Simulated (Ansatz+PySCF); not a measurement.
Values are calculated unless marked as measured or tabulated.
# Several solutions for singlet C₂

```yaml
atoms:
  - { symbol: C, position_ang: [0.0000, 0.0000, -1.2561] }
  - { symbol: C, position_ang: [0.0000, 0.0000, 1.2561] }
```

Basis set: 6-31G (spherical functions). Charge 0, multiplicity 1.

UHF was run from several starts with Ansatz (development build ahead of 0.2.0) and PySCF 2.14.0.

```csv
run,program,start,converged,energy (hartree),<S²>
A,PySCF,"guess minao, instabilities followed",yes,-75.29831,1.94
B,Ansatz,stability test followed,yes,-75.35533,2.01
C,PySCF,"guess 1e, instabilities followed",yes,-75.35533,2.01
D,Ansatz,"atomic start, no search",yes,-75.12174,0.00
E,PySCF,"guess atom, instabilities followed",yes,-75.35533,2.01
F,PySCF,"guess huckel, instabilities followed",yes,-75.35533,2.01
G,PySCF,program defaults,yes,-75.12174,0.00
H,Ansatz,search for the lowest state,yes,-75.35533,2.01
```

(1) Which runs reached the lowest solution of this kind, and what is wrong with the others?

## Answers

(1) B, C, E, F, H reached the lowest solution found. Converged but too high: A by 1.55 eV, D by 6.36 eV, G by 6.36 eV. Convergence only shows a stationary point, and even a stable one can lie too high; stability tests and further starts are what find lower ones. Caution: the unrestricted determinant is a mixture of spin states. Caution: the determinant breaks the point group.
